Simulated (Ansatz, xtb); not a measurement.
Relative energy of two structures of BH5PSi+

Structure X: `[SiH2+]BP`, a singlet. Structure Y: a singlet given by its coordinates. Both are isolated ions in the gas phase, relaxed with PBE0-D3(BJ)/def2-SVP; the shapes shown needn't be the lowest conformers.

X (Å):

```csv
atom,x (Å),y (Å),z (Å)
B,-0.1245,-0.2963,1.2217
P,0.8134,-1.0017,2.5504
Si,0.3002,-1.0653,-0.5164
H,-0.9306,0.5679,1.4186
H,-0.3314,-0.6603,-1.7968
H,1.3165,-2.1392,-0.6706
H,1.7735,-2.0172,2.3848
H,0.7162,-0.6391,3.9073
```

Y (Å):

```xyz
8

B    -0.5058   -0.4403    1.1124
P     0.2357   -0.5110   -0.5867
Si    1.5640   -1.1246    1.0981
H    -1.5726   -0.1786    1.5905
H    -0.6610   -1.5885   -0.0015
H     2.4796   -0.0725    1.5855
H     0.2260   -0.8612    2.1449
H     1.7749   -2.5416    1.4633
```

Close contacts (Å): B1–P2 1.86, B1–Si3 2.18, P2–Si3 2.23, B1–H4 1.20, B1–H5 1.61, B1–H7 1.33, P2–H5 1.52, Si3–H6 1.48, Si3–H7 1.72, Si3–H8 1.48.

Estimate which is lower in electronic energy at CCSD(T)/def2-TZVP, and by roughly how much.

The CCSD(T)/def2-TZVP calculation puts structure Y lower, by 0.193 eV.

The same difference at several levels:

```
               level              geometry  E(Y) − E(X) (eV)  departure from the last row (eV)  job, with rough time for the two
PBE0-D3(BJ)/def2-SVP  PBE0-D3(BJ)/def2-SVP              −0.174                            +0.019                optimisation, 58 s
        HF/def2-TZVP  PBE0-D3(BJ)/def2-SVP              +0.037                            +0.230           part of the CCSD(T) run
       MP2/def2-TZVP  PBE0-D3(BJ)/def2-SVP              −0.271                            −0.078           part of the CCSD(T) run
   CCSD(T)/def2-TZVP  PBE0-D3(BJ)/def2-SVP              −0.193                                                  single point, 13 s
```

HF/def2-TZVP puts the two in the other order. The largest departure from CCSD(T)/def2-TZVP is that of HF/def2-TZVP, 0.230 eV. Levels run at GFN2-xTB geometries aren't shown.

With harmonic frequencies from PBE0-D3(BJ)/def2-SVP (ideal gas, rigid rotor, one conformer each, 200 K, 1 atm): the zero-point term adds −0.003 eV; ΔH is −0.215 and ΔG −0.175 eV.

The T1 diagnostic of structure X is large, so the coupled-cluster value is less sure. The correlated steps freeze 11 core orbitals. Mirror images aren't counted in ΔG. Run with Ansatz 0.2.0; the last row on 1 thread of Intel(R) Xeon(R) 6975P-C (Granite Rapids) on a shared host.
